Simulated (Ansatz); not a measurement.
in.yaml

```yaml
crystal:
  periodic: [false, false, false]
  atoms:
    - {symbol: H, position_ang: [-2.128599, 0.059434, 0.000000]}
    - {symbol: H, position_ang: [-0.857599, 0.059434, 0.000000]}
    - {symbol: N, position_ang: [0.182401, 0.059434, 0.000000]}
    - {symbol: H, position_ang: [0.451483, -0.944792, 0.000000]}
basis:
  gaussian: {orbitals: cc-pVDZ}
magnetization: {spin_polarized: true, initial_magnetization: 2}
correlation: {method: ccsdtq, electrons: outside_noble_gas}
```

```sh
$ ansatz run in.yaml --threads 2 --pin off --events-out ev --progress --plain --max-ram 34560MiB --backend cuda --devices 0, --max-vram 37GiB
```

Output:

```
495 factors; integrals over basis functions are off by at most 2.1e-7 eV
mean field evaluation 1: about -1524.0791 eV, gradient 1.1e1 eV
mean field evaluation 2: about -1524.0790 eV, gradient 1.1e1 eV
mean field evaluation 4: about -1525.1499 eV, gradient 2.2e0 eV
mean field evaluation 8: about -1525.2361 eV, gradient 4.2e-2 eV
mean field evaluation 16: about -1525.1499 eV, gradient 2.2e0 eV
mean field evaluation 32: about -1525.2360 eV, gradient 1.2e-6 eV
mean field -1525.23597861 eV, -56.0513883717 hartree, gradient 1.2e-6 eV, S^2 2.019425; 2 other end points of the search recorded, 0 dependent functions left out
determinant -1525.23597861 eV, -56.0513883717 hartree, with singles and doubles -1529.83405800 eV, -56.2203646727 hartree
determinant -1522.88218044 eV, -55.9648878844 hartree, with singles and doubles -1527.46522189 eV, -56.1333115513 hartree
1 core orbitals not correlated: weight in the atoms' cores, before any rotation towards them, 1.000 or more for the frozen orbitals, at most 0.000 for the correlated occupied ones
reference -1525.23597861 eV, -56.0513883717 hartree; 5, 3 occupied and 23, 25 virtual orbitals, 495 factors
second order -4.02224968 eV of doubles, -0.00000000 eV of singles
cycle   1  -4.42499269 eV  change   -4.0e-1 eV  update   4.6e-2
cycle   2  -4.66709224 eV  change   -2.4e-1 eV  update   2.1e-2
cycle   3  -4.70044621 eV  change   -3.3e-2 eV  update   1.2e-2
cycle   4  -4.69354416 eV  change    6.9e-3 eV  update   6.0e-3
cycle   5  -4.69919328 eV  change   -5.6e-3 eV  update   3.5e-3
cycle   6  -4.70015614 eV  change   -9.6e-4 eV  update   1.7e-3
cycle   7  -4.69979584 eV  change    3.6e-4 eV  update   7.2e-4
cycle   8  -4.70004461 eV  change   -2.5e-4 eV  update   3.6e-4
cycle   9  -4.70007220 eV  change   -2.8e-5 eV  update   1.5e-4
cycle  10  -4.69994257 eV  change    1.3e-4 eV  update   8.0e-5
cycle  11  -4.69998058 eV  change   -3.8e-5 eV  update   3.7e-5
cycle  12  -4.69999292 eV  change   -1.2e-5 eV  update   1.5e-5
cycle  13  -4.70000863 eV  change   -1.6e-5 eV  update   9.4e-6
cycle  14  -4.70001288 eV  change   -4.3e-6 eV  update   4.5e-6
cycle  15  -4.70001143 eV  change    1.5e-6 eV  update   2.9e-6
cycle  16  -4.70001150 eV  change   -6.8e-8 eV  update   2.3e-6
cycle  17  -4.70001172 eV  change   -2.3e-7 eV  update   7.8e-7
Total energy: -1529.93599033 eV, -56.2241106168 hartree
```

For the same geometry and basis full CI lies 0.5 meV higher.

Ran on 2 threads of AMD EPYC 7R13 with a shared H100 80 GB, shared host: 9.5 s wall, 0.86 GiB peak host memory.
